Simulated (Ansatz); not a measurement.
**SiH3OF (SMILES O[SiH2]F): BCCD(T)/STO-3G**

What is the energy change on altering one bond length of SiH3OF at BCCD(T)/STO-3G? 

The results are computed with Ansatz 0.2.0.

71 further runs of the same task are left out: 10 that didn't finish, 61 set aside as unsound or not needed.

### Step 1. The molecule

The species is SiH3OF (6 atoms), meant as a singlet with charge 0. SMILES: `O[SiH2]F`. Geometry: relaxed at PBE0-D4/def2-TZVP. This is one conformer, not always the lowest.

Bond lengths: O1–Si2 1.630 Å, Si2–F3 1.596 Å, O1–H4 0.958 Å, Si2–H5 1.474 Å, Si2–H6 1.482 Å. Angles: O1–Si2–F3 111.0°, O1–Si2–H5 106.4°, O1–Si2–H6 111.7°, F3–Si2–H5 108.2°, F3–Si2–H6 106.0°, Si2–O1–H4 119.1°, H5–Si2–H6 113.7°.

### Step 2. A single-point energy at BCCD(T)/STO-3G

in.yaml

```yaml
crystal:
  periodic: [false, false, false]
  atoms:
    - symbol: O
      position_ang: [-0.853500, -0.209200, -0.924100]
    - symbol: Si
      position_ang: [0.378300, -0.009300, 0.123900]
    - symbol: F
      position_ang: [0.180800, -0.922800, 1.417800]
    - symbol: H
      position_ang: [-1.714200, 0.150200, -0.705600]
    - symbol: H
      position_ang: [1.595600, -0.458500, -0.575800]
    - symbol: H
      position_ang: [0.455100, 1.385600, 0.617600]
basis:
  gaussian: {orbitals: STO-3G}
accuracy: high
correlation: {method: bccd_t, frozen_orbitals: {F: 1, H: 0, O: 1, Si: 5}}
scf: {omitted_lower_state_checks: [cluster_reference, increment]}
```

Command:

```sh
ansatz run in.yaml --threads 1 --pin off --max-ram 2610MiB --events-out events.jsonl --progress --plain --runs-dir runs
```

The log of the run (excerpt; [...] marks lines left out):

```text
Warning: RAYON_NUM_THREADS=1 ignored (pool sized by the plan → 1); use --threads N
Functional definition: HF
  name "HF"
[...]
413 factors; integrals over basis functions are off by at most 3.1e-8 eV
[...]
mean field -12496.73578311 eV, -459.2465694377 hartree, gradient 2.3e-8 eV, S^2 0.000000; 0 other end points of the search recorded, 0 dependent functions left out
7 core orbitals not correlated: weight in the atoms' cores, before any rotation towards them, 1.000 or more for the frozen orbitals, at most 0.000 for the correlated occupied ones
reference -12496.73578311 eV, -459.2465694377 hartree; 10, 10 occupied and 5, 5 virtual orbitals, 413 factors
second order -2.30100926 eV of doubles, -0.00000000 eV of singles
cycle   1  -2.72948749 eV  change   -4.3e-1 eV  update   6.7e-2
[...]
cycle  19  -2.97376620 eV  change  -4.2e-11 eV  update  8.1e-10
perturbative correction -0.10263162 eV, -0.0037716424 hartree
Total energy: -12499.81218093 eV, -459.3596249722 hartree
Checks for a lower state left out: cluster_reference, increment
```

It took 0.26 s on 1 thread of Arm Neoverse V1, shared host.

### Step 3. The distorted shape

run.yaml

```yaml
crystal:
  periodic: [false, false, false]
  atoms:
    - {symbol: O, position_ang: [-0.804122, 0.019189, -1.247594]}
    - {symbol: Si, position_ang: [0.427678, 0.219089, -0.199594]}
    - {symbol: F, position_ang: [0.180800, -0.922800, 1.417800]}
    - {symbol: H, position_ang: [-1.664822, 0.378589, -1.029094]}
    - {symbol: H, position_ang: [1.644978, -0.230111, -0.899294]}
    - {symbol: H, position_ang: [0.504478, 1.613989, 0.294106]}
basis:
  gaussian:
    orbitals: STO-3G
correlation:
  method: bccd_t
  frozen_orbitals: {F: 1, H: 0, O: 1, Si: 5}
accuracy: high
scf:
  omitted_lower_state_checks: [cluster_reference, increment]
```

Command:

```sh
ansatz run run.yaml --threads 1 --pin off --max-ram 2610MiB --events-out events.jsonl --progress --plain --runs-dir runs
```

The log of the run (excerpt; [...] marks lines left out):

```text
Warning: RAYON_NUM_THREADS=1 ignored (pool sized by the plan → 1); use --threads N
[... 2 set-up lines as earlier in the session ...]
[...]
406 factors; integrals over basis functions are off by at most 3.7e-8 eV
[...]
mean field -12494.90699928 eV, -459.1793628714 hartree, gradient 1.3e-8 eV, S^2 0.000000; 0 other end points of the search recorded, 0 dependent functions left out; unrestricted orbitals would lower it
7 core orbitals not correlated: weight in the atoms' cores, before any rotation towards them, 1.000 or more for the frozen orbitals, at most 0.000 for the correlated occupied ones
reference -12494.90699928 eV, -459.1793628714 hartree; 10, 10 occupied and 5, 5 virtual orbitals, 406 factors
second order -2.65924413 eV of doubles, -0.00000000 eV of singles
cycle   1  -3.24591468 eV  change   -5.9e-1 eV  update   8.6e-2
[...]
cycle  23  -3.62403124 eV  change  -4.4e-10 eV  update  9.9e-10
perturbative correction -0.10734942 eV, -0.0039450186 hartree
Total energy: -12498.63837995 eV, -459.3164885817 hartree
Checks for a lower state left out: cluster_reference, increment
```

Run time: 0.28 s. Hardware: 1 thread of Arm Neoverse V1, shared host.

### Step 4. Results

Level: BCCD(T)/STO-3G, 7 core orbitals frozen.

```
                                                          quantity          value
                                         first shape: total energy  -459.35962 Eh
          first shape: correlation energy (7 core orbitals frozen)     -113.1 mEh
                                       first shape: (T) correction      -3.77 mEh
                                     distorted shape: total energy  -459.31649 Eh
      distorted shape: correlation energy (7 core orbitals frozen)     -137.1 mEh
                                   distorted shape: (T) correction      -3.95 mEh
energy change with the Si2–F3 bond stretched from 1.596 to 1.995 Å       1.174 eV
```

What this shows: With the Si2–F3 bond stretched from 1.596 to 1.995 Å the energy rises by 1.17 eV (27 kcal/mol). The first shape isn't relaxed at this level, so the change isn't measured from a minimum. The minimal basis adds a large error of its own. The triples (first shape) make up 3.3 % of the correlation energy. The restricted solution (distorted shape) is unstable to spin breaking: an unrestricted one lies lower. The triples (distorted shape) make up 2.9 % of the correlation energy.
